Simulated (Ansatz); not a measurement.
Two isomers of C3H5FO2: A = `OC1(F)COC1`, B = `COC1(F)CO1`.

Computed with Ansatz on PBE0-D4/def2-TZVP structures; ΔE is electronic, products minus reactants. CCSD(T)/CBS is the MP2 limit (def2-TZVPP, def2-QZVPP) plus CCSD(T) − MP2 in def2-TZVPP, frozen cores. DFT in def2-TZVPP. One conformer a species, not always the lowest.

Which isomer does CCSD(T)/CBS put lower? Give the gap. (An estimate is asked.)

The calculation gave: A, by 21.8 kJ/mol.

Give E(B) − E(A) in kJ/mol with PBE0-D4, r2SCAN-D4, MP2/def2-TZVPP, ωB97M-V, HF/def2-TZVPP, CCSD(T)/def2-TZVPP, PBE-D4. (An estimate is asked.)

Ansatz gave: PBE0-D4 17.6, r2SCAN-D4 8.5, MP2/def2-TZVPP 16.3, ωB97M-V 18.1, HF/def2-TZVPP 15.7, CCSD(T)/def2-TZVPP 19.0, PBE-D4 12.3. None reverses the order clearly.

Largest T1 diagnostic: 0.012.

From PBE to PBE0 (25 % exact exchange), in def2-TZVPP and without D4, E(B) − E(A) moves by +5.5 kJ/mol.
